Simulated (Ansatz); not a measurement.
One stationary structure of Nb. Calculation: PBEsol (plane waves to 420 eV, PAW, scalar-relativistic; Ansatz, a program for electronic structure).

```xyz
1
Lattice="-1.6356 1.6356 1.6356 1.6356 -1.6356 1.6356 1.6356 1.6356 -1.6356" Properties=species:S:1:pos:R:3 pbc="T T T"
Nb     0.0000     0.0000     0.0000
```

Find the space group and the Wyckoff positions (tolerance 0.01 Å).

Space group Im-3m (No. 229); a = 3.271 Å, b = 3.271 Å, c = 3.271 Å, α = 90.00°, β = 90.00°, γ = 90.00°

```json
[
 {"atom": "Nb", "site": "2a", "symmetry": "m-3m", "x": "0.0000", "y": "0.0000", "z": "0.0000"}
]
```

This is the bcc (W type).

Give the shortest distances between elements (the closest pairs, up to four, under 3.6 Å).

Nb–Nb 2.83 Å.

- Volume per atom: 17.50 Å³
- Band gap: no gap (metallic)

No spin polarisation in the result.

Measured for Nb: a 3.294 Å (static lattice; corrected from measurement; as listed in Daniel Mejia-Rodriguez, S. B. Trickey, Phys. Rev. B (2018)). Computed minus measured — a: PBEsol -0.7 %. The computed values are for a static lattice.

The run could not lose the symmetry of its start; a randomly shaken copy of 2 atoms returns to this structure.
